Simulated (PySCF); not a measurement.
Problem. What does the GFN2-xTB structure of (chloromethyl)oxirane, `ClC[C@@H]1CO1` look like in three dimensions?

Solution. 
```
atom  x, y, z in Å
Cl1    2.128    0.465    1.023
C2     1.166   -0.221   -0.313
C3    -0.196    0.423   -0.336
C4    -1.282   -0.099    0.497
O5    -1.237   -0.327   -0.882
H6     1.082   -1.296   -0.148
H7     1.710   -0.028   -1.237
H8    -0.200    1.481   -0.588
H9    -2.061    0.572    0.840
H10   -1.101   -0.965    1.123
```

Any rigid rotation of these coordinates is as good. Atoms count from 1 in this order. The C–C distances run from 1.465 Å (C3–C4, drawn single) to 1.506 Å (C2–C3, drawn single), a spread of 0.041 Å. The 3-membered ring C3–C4–O5 has internal angles of 58.2° to 63.3°.

Bonds between heavy atoms (Å): Cl1–C2 1.784, C2–C3 1.506, C3–C4 1.465, C4–O5 1.399, C3–O5 1.394.

The geometry is computed with GFN2-xTB (gas phase).

Point group: C1 (no symmetry element, even within 0.4 Å). Stationary, but not proved a minimum. The numbers are those of one conformer (Cl1–C2–C3–C4 -86°).
